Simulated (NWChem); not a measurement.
**ClNa in NWChem**

SMILES: [Na][Cl]
```xyz
2

Na     0.0000     0.0000    -1.4209
Cl     0.0000     0.0000     0.9194
```
Charge 0, spin multiplicity 1.

Everything below was run with NWChem. The geometry was optimised at B3LYP/def2-SVP, a minimum by its harmonic frequencies.

Symmetry labels belong to the abelian group C2v used in the runs, with the axes of the coordinates shown; states degenerate in a higher group split over its labels.

The correlated methods keep 6 core orbitals frozen. The structure started from a generated list of species.

Q: List the 4 singlet excitations that EOM-CCSD/def2-SVPD, 6 core orbitals frozen gives, with oscillator strengths.

A: 
```csv
state,symmetry,energy (eV),wavelength (nm),f
1,b2,4.80,258,0.029
2,b1,4.80,258,0.029
3,a1,5.28,235,0.095
4,a2,6.36,195,0.000
```
These are the lowest roots of each symmetry, so higher states are missing between them.
